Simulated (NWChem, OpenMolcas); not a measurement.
# Predicting a hybrid from its neighbours: SiH2

The species is SiH2 (3 atoms), meant as a singlet with charge 0. As SMILES, `[SiH2]`. The shape is that of a PBE0-D4/def2-TZVP optimisation.

The HOMO–LUMO gap y, in eV, basis aug-cc-pVTZ; a is the functional's share of exact exchange. Programs: NWChem 7.3.0, OpenMolcas 26.06.

| functional | program | a | y (eV) |
| --- | --- | --- | --- |
| TPSS | OpenMolcas | 0 | 2.08 |
| revPBE | OpenMolcas | 0 | 1.86 |
| B3LYP | NWChem | 0.2 | 3.38 |
| PBE0 | NWChem | 0.25 | ? |
| BHLYP | OpenMolcas | 0.5 | 5.65 |

Fit y = c + s·a to the known rows and predict PBE0.


1. Means of the 4 rows: a = 0.1750, y = 3.243.
2. Σ(Δa)² = 0.1675, Σ(Δa·Δy) = 1.2312, so the slope is 1.2312/0.1675 = 7.3504.
3. Intercept: 3.243 − (7.3504) × 0.1750 = 1.957. The largest residual of the fit is 0.12.
4. PBE0: 1.957 + (7.3504) × 0.25 = 3.79 eV.

The run gave 3.75 eV, so the prediction is off by +0.04 eV, within the largest residual. Exact exchange lowers occupied levels and raises empty ones. The rows mix families of semi-local functionals, which the line can't see.
